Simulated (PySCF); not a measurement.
## Basis-set dependence of SF at HF

PySCF, UHF reference; doublet, unpaired electrons π ↑; De to S + F without counterpoise correction.

| basis | relativity | functions | Re (Å) | ωe (cm⁻¹) | De (eV) | μ (D) |
| --- | --- | --- | --- | --- | --- | --- |
| def2-SVP | no relativity | 32 | 1.598 | 911 | 1.18 | -1.56 |
| def2-SVPD | no relativity | 50 | 1.605 | 900 | 1.29 | -1.23 |
| aug-cc-pV(D+d)Z/aug-cc-pVDZ | no relativity | 55 | 1.602 | 897 | 1.36 | -1.14 |
| x2c-TZVPPall | spin-free X2C | 73 | 1.568 | 924 | 1.50 | -1.06 |
| def2-TZVPPD | no relativity | 91 | 1.567 | 926 | 1.54 | -0.92 |

How does each smaller set differ from the one with most functions, def2-TZVPPD?

def2-SVP: +3.1 pm, -1.6 % in ωe, -0.36 eV in De; def2-SVPD: +3.8 pm, -2.8 % in ωe, -0.25 eV in De; aug-cc-pV(D+d)Z/aug-cc-pVDZ: +3.5 pm, -3.1 % in ωe, -0.18 eV in De; x2c-TZVPPall: +0.1 pm, -0.2 % in ωe, -0.04 eV in De. All at HF; the set with most functions is neither the basis-set limit nor always the best. The rows treat relativity differently, so the differences are not basis effects alone.

A positive dipole means S(−)F(+). Hartree–Fock leaves out correlation, which carries a large part of most bond energies and some tenths to 1 eV of ionisation energies. The state was picked by a PBE0 search and need not be the measured ground state.
